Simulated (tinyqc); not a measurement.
Inside a calculation. Method: UHF in the sto-3g basis, for NH3+, spin multiplicity 2. This run ends on a higher stationary point, not on the lowest solution. One step of it, computed by the program tinyqc.

Task: Iteration 1: diagonalisation and new density. Diagonalise F' = X^T F X, C = X C', fill 5 alpha and 4 beta electrons from the bottom; D(s) = C_occ C_occ^T. Each column has its largest component positive (the first on a tie).

F(alpha) (hartree), lower triangle:
```
             1N 1s      1N 2s     1N 2px     1N 2py     1N 2pz      2H 1s      3H 1s      4H 1s
1N 1s   -17.611318
1N 2s    -4.205714  -2.737797
1N 2px    0.349247   0.130595  -0.947144
1N 2py   -0.000458  -0.019198   0.077408  -1.333911
1N 2pz   -0.012472  -0.020463  -0.030069  -0.090311  -1.031089
2H 1s    -0.955598  -1.109599  -0.441428  -0.011608   0.093888  -0.901754
3H 1s    -1.118592  -1.192214   0.338152  -0.604460  -0.055821  -0.436374  -1.011701
4H 1s    -1.163647  -1.126261   0.269003   0.580938  -0.013805  -0.424588  -0.395642  -0.852990
```

F(beta) (hartree), lower triangle:
```
             1N 1s      1N 2s     1N 2px     1N 2py     1N 2pz      2H 1s      3H 1s      4H 1s
1N 1s   -16.177049
1N 2s    -4.098668  -2.661549
1N 2px    0.121740   0.139179  -0.810811
1N 2py    0.245875  -0.038050  -0.053715  -1.162293
1N 2pz    0.018888  -0.022135  -0.045101  -0.073344  -0.999964
2H 1s    -0.904016  -1.084670  -0.441131   0.004878   0.094360  -0.826975
3H 1s    -0.991277  -1.159839   0.277105  -0.535850  -0.048981  -0.413962  -0.945376
4H 1s    -1.127863  -1.100236   0.262420   0.575856  -0.014251  -0.414399  -0.380379  -0.829536
```

X:
```
                1          2          3          4          5          6          7          8
1N 1s   -0.314636   0.000000  -0.001071   0.885233   0.419486   0.000050   0.000000   0.137481
1N 2s    1.491368   0.000000   0.003785  -0.029765   0.065056   0.000169   0.000000   0.428799
1N 2px  -0.003573   0.000000   1.078335   0.000123   0.000025   0.633009   0.000000  -0.000183
1N 2py   0.000000   1.078888   0.000000   0.000000   0.000000   0.000000   0.633000   0.000000
1N 2pz  -0.106909   0.000000  -0.000234  -0.443178   0.893752   0.000005   0.000000  -0.030776
2H 1s   -0.666533   0.000000  -1.045035  -0.137086  -0.064930   0.436406   0.000000   0.297956
3H 1s   -0.672088  -0.904031   0.519801  -0.137009  -0.064898  -0.217907   0.377717   0.298276
4H 1s   -0.672088   0.904031   0.519801  -0.137009  -0.064898  -0.217907  -0.377717   0.298276
```

Give: F' = X^T F X; orbital energies; coefficients C; F' = X^T F X; orbital energies; coefficients C; D(alpha) after iteration 1; D(beta) after iteration 1.

Result:

F' = X^T F X (alpha) (hartree), lower triangle:
```
         1        2        3         4        5        6        7        8
1  -0.7724
2  -0.0008  -0.1176
3  -0.0314   0.0862  -0.1925
4   1.3346  -0.0272   0.2159  -13.1135
5   0.6710  -0.0754  -0.0744   -5.9754  -3.9953
6  -0.0122  -0.0133  -0.1843    0.2319   0.1590  -0.9249
7   0.0052  -0.3492   0.0543    0.0602  -0.0550   0.0587  -1.2545
8  -0.1680   0.0475   0.1245   -4.0459  -2.1055   0.1148  -0.0372  -2.9444
```

orbital energies (alpha) (hartree): MO1 -17.6193, MO2 -1.8425, MO3 -1.3836, MO4 -1.0509, MO5 -0.9473, MO6 -0.3571, MO7 -0.1525, MO8 0.0381

coefficients C (alpha):
```
            MO1      MO2      MO3      MO4      MO5      MO6      MO7      MO8
1N 1s    0.9984  -0.2483   0.0206   0.0087   0.0058  -0.1336   0.0228   0.0124
1N 2s    0.0071   1.0418  -0.1162  -0.0471   0.0706   1.1270  -0.1353  -0.1362
1N 2px  -0.0232  -0.0656  -0.1415   0.3163   0.7998   0.1530   0.7625   0.4406
1N 2py   0.0020   0.0347   0.8723  -0.1593   0.1748   0.0829  -0.4069   0.7578
1N 2pz   0.0005   0.0210   0.2305   0.9499  -0.1287  -0.0673  -0.1403  -0.1048
2H 1s    0.0017   0.0022   0.0121  -0.1435   0.2116  -0.9447  -0.8310  -0.4358
3H 1s   -0.0058   0.0201   0.1326   0.0804  -0.1210  -0.6925   1.0657  -0.4323
4H 1s   -0.0009  -0.0571  -0.0769   0.1677  -0.1438  -0.5632   0.0330   1.2104
```

F' = X^T F X (beta) (hartree), lower triangle:
```
         1        2        3         4        5        6        7        8
1  -0.5175
2  -0.1228  -0.0131
3   0.1284  -0.0051  -0.0311
4   0.9712   0.1254   0.0450  -12.0594
5   0.4784   0.0077  -0.1692   -5.4549  -3.7007
6   0.0630  -0.0752  -0.1304    0.1016   0.0857  -0.8378
7  -0.1180  -0.2643  -0.0440    0.2133   0.0317  -0.0126  -1.1420
8  -0.2524   0.0720   0.0698   -3.7987  -1.9774   0.0864   0.0058  -2.8289
```

orbital energies (beta) (hartree): MO1 -16.1937, MO2 -1.7518, MO3 -1.2182, MO4 -1.0112, MO5 -0.8541, MO6 -0.2423, MO7 0.0479, MO8 0.0929

coefficients C (beta):
```
            MO1      MO2      MO3      MO4      MO5      MO6      MO7      MO8
1N 1s    0.9920  -0.2525   0.0480   0.0025  -0.0054   0.1411   0.0493   0.0703
1N 2s    0.0414   0.9892  -0.0892  -0.0781  -0.0013  -1.0571  -0.2916  -0.4652
1N 2px  -0.0045  -0.1185   0.1805   0.1259   0.7681   0.2050  -0.9098  -0.2031
1N 2py  -0.0183   0.1505   0.7957  -0.2703  -0.0244  -0.2417  -0.1673   0.8652
1N 2pz  -0.0028   0.0421   0.3259   0.9311  -0.0018  -0.0167   0.1796   0.0137
2H 1s   -0.0184   0.0394  -0.1182  -0.1160   0.3486   0.3742   1.1757   0.4069
3H 1s   -0.0071   0.0294   0.1213   0.0853  -0.1446   1.1634  -0.1499  -0.6492
4H 1s   -0.0128  -0.0372  -0.1583   0.2331   0.0123   0.4680  -0.5893   1.0926
```

D(alpha) after iteration 1, lower triangle:
```
          1N 1s    1N 2s   1N 2px   1N 2py   1N 2pz    2H 1s   3H 1s   4H 1s
1N 1s    1.0590
1N 2s   -0.2539   1.1061
1N 2px  -0.0024  -0.0105   0.7645
1N 2py   0.0109  -0.0453  -0.0363   0.8180
1N 2pz   0.0075  -0.0588   0.1635   0.0279   0.9724
2H 1s    0.0014   0.0226   0.1219   0.0705  -0.1607   0.0655
3H 1s   -0.0081  -0.0068  -0.0913   0.0824   0.1229  -0.0355  0.0391
4H 1s    0.0123  -0.0686  -0.0473  -0.1209   0.1589  -0.0556  0.0195  0.0580
```

D(beta) after iteration 1, lower triangle:
```
          1N 1s    1N 2s   1N 2px   1N 2py   1N 2pz    2H 1s    3H 1s   4H 1s
1N 1s    1.0502
1N 2s   -0.2132   0.9942
1N 2px   0.0344  -0.1433   0.0625
1N 2py  -0.0186   0.0982   0.0918   0.7291
1N 2pz   0.0045  -0.0602   0.1711   0.0141   0.9749
2H 1s   -0.0342   0.0578  -0.0405  -0.0564  -0.1448   0.0293
3H 1s   -0.0085   0.0113   0.0292   0.0780   0.1202  -0.0229   0.0229
4H 1s   -0.0103  -0.0414   0.0053  -0.1943   0.1639  -0.0096  -0.0003  0.0809
```
